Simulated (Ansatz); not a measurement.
# What a trial cell of Ni3Cl relaxes into

Theory: Ansatz, DFT PBE, scalar-relativistic, plane waves, PAW. Cutoff 420 eV, Γ-centred k mesh, Gaussian smearing, collinear spin, first started from parallel moments.

Ni3Cl was placed on the Cu3Au (L1_2) structure type (Pm-3m, No. 221), with Cl in place of Au, Ni in place of Cu, at a guessed volume.

```
Ni Cl
1.0
     3.77582    0.00000    0.00000
     0.00000    3.77582    0.00000
     0.00000    0.00000    3.77582
Ni Cl
3 1
Cartesian
  0.0000 1.8879 1.8879
  1.8879 0.0000 1.8879
  1.8879 1.8879 0.0000
  0.0000 0.0000 0.0000
```

Cell and atoms relax at zero pressure; the relaxation can't lower the symmetry of the start. After a coarse first stage the cell is made exact in the group found at 0.06 Å.

The zero of energy is the elements' standard structures at the same level (Cl₂ as a molecule); no fitted shifts are applied.

(1) What does it relax into?

(2) What are its volume, energy, gap and moment?

Answers

(1) It keeps Pm-3m (No. 221). The result has the Cu3Au (L1_2) structure. Conventional cell: a = 3.682 Å. Around Ni lie 4 Cl at 2.60 Å and 8 Ni at 2.60 Å; around Cl lie 12 Ni at 2.60 Å.

```xyz
4
Lattice="3.6823 0.0000 0.0000 0.0000 3.6823 0.0000 0.0000 0.0000 3.6823" Properties=species:S:1:pos:R:3 pbc="T T T"
Ni    0.0000    1.8412    1.8412
Ni    1.8412    0.0000    1.8412
Ni    1.8412    1.8412    0.0000
Cl    0.0000    0.0000    0.0000
```

(2) The volume per atom is 12.48 Å³. The density is 7.03 g/cm³. The energy over the elements is 0.61 eV/atom, the gap on the 12×12×12 mesh is 0 eV (a metal) and the net moment per atom is 0.53 μB. The largest site moment is 0.71 μB.

The final run used a 12×12×12 mesh on its 4-atom cell and 0.10 eV smearing. For metals, differences of a few meV/atom aren't resolved. A structure relaxed within its symmetry needn't be a true minimum.

Cost: 4 runs of about 1.9 core-minutes in all, on Intel Xeon Platinum 8488C (Sapphire Rapids) (shared hosts).